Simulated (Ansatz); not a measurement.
# BNH (doublet): wB97X-V, wB97M-V over a scan of the distance B1–H3, 6-31G

Aim: run BNH (doublet) with these functionals over a scan of the distance B1–H3, and hold them against the top wave-function level at the same points.

The runs use Ansatz 0.2.0, Gaussian basis; 6-31G, all electrons in the functionals.

To be run: wB97X-V, wB97M-V, at 0.940 Å; 1.068 Å; 1.174 Å; 1.288 Å; 1.430 Å; 1.622 Å; 1.865 Å; 2.177 Å; 2.637 Å; 3.155 Å; 4.046 Å.

18 further runs of the same task are left out: 11 that didn't finish, 7 set aside as unsound or not needed. Runs told in other sessions of the task aren't counted.

### 1 The geometry

The geometry derives from a PBE0/def2-TZVP stationary point (not a proven minimum). One bond is set to the value named and the two fragments are kept rigid.

3 atoms, charge 0, spin multiplicity 2.

Atoms are counted from 1 here; the program's logs count them from 0.

Bond lengths: B1–N2 1.306 Å, B1–H3 1.174 Å. Angles: N2–B1–H3 180.0°.

No dispersion term is added; wB97X-V, wB97M-V hold VV10 nonlocal correlation.

The geometry shown and the zero of energy belong to the point 1.174 Å. The yardstick, FCI, and other wave-function levels (R restricted, U unrestricted, valence and pair active spaces) come from earlier runs.

### 2 wB97X-V, 0.940 Å

in.yaml

```yaml
crystal:
  periodic: [false, false, false]
  atoms:
    - {symbol: B, position_ang: [0.000000, 0.000000, 0.121887]}
    - {symbol: N, position_ang: [0.000000, 0.000000, -1.183775]}
    - {symbol: H, position_ang: [0.000000, 0.000000, 1.061887]}
basis:
  gaussian: {orbitals: 6-31G}
magnetization: {spin_polarized: true, initial_magnetization: 1}
hamiltonian: {xc: {name: wB97X-V}}
```

Command:

```console
$ ansatz run in.yaml --threads 1 --pin off --events-out ev --progress --plain --max-ram 2393MiB
```

The runs that follow: wB97X-V, 1.068 Å; wB97X-V, 1.174 Å; wB97X-V, 1.288 Å; wB97X-V, 1.430 Å; wB97X-V, 1.622 Å; wB97X-V, 1.865 Å; wB97X-V, 2.177 Å; wB97X-V, 2.637 Å; wB97X-V, 3.155 Å; wB97X-V, 4.046 Å; wB97M-V, 0.940 Å; wB97M-V, 1.068 Å; wB97M-V, 1.174 Å; wB97M-V, 1.288 Å; wB97M-V, 1.430 Å; wB97M-V, 1.622 Å; wB97M-V, 1.865 Å; wB97M-V, 2.177 Å; wB97M-V, 2.637 Å; wB97M-V, 3.155 Å; wB97M-V, 4.046 Å.

Q: Predict the results of all the runs planned. Wanted: span of the FCI curve; largest miss, wB97X-V; largest miss, wB97M-V.

As calculated:

| quantity | value |
| --- | --- |
| span of the FCI curve | 91.4 kcal/mol |
| largest miss, wB97X-V | +23.4 kcal/mol (4.046 Å) |
| largest miss, wB97M-V | +24.6 kcal/mol (4.046 Å) |

In words: Of the functionals, wB97X-V keep the smallest largest miss at the points compared (at most 23.4 kcal/mol) and wB97M-V strays most (24.6 kcal/mol, at 4.046 Å). wB97X-V, wB97M-V clearly break the spin symmetry at some points (⟨S²⟩ up to 1.00 above the pure value), so energy there is bought with a mixed spin. Functionals and the yardstick converge differently with the basis, so part of each miss in 6-31G is the basis.
